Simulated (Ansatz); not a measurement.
## Cs2AgBiBr6 (Fm-3m, No. 225)

The numbers are results of LDA (Ansatz, a program for electronic structure, PAW), not measurements.

Settings: plane-wave cutoff 520 eV, 6×6×6 k mesh, Fermi–Dirac smearing 0.01 eV, no spin polarisation, scalar-relativistic PAW data made under PBE.

Cell: relaxed at this level.

| Quantity | Value |
|---|---|
| band gap | 0.94 eV (on the SCF k mesh) |
| Γ–Γ gap | 2.56 eV |
| lattice parameter a | 10.996 Å |
| bulk modulus | 33.1 GPa |

Note: the bulk modulus is −V dP/dV from two relaxed cells at ±2 % in volume; the volume lies 6 % below that of the published cell.

Spin–orbit coupling is not included; with these elements it can move the gap by several tenths of an eV or more.

The computed numbers hold no vibrational or temperature effects.

The result took about 3 core-minutes (a rough figure).
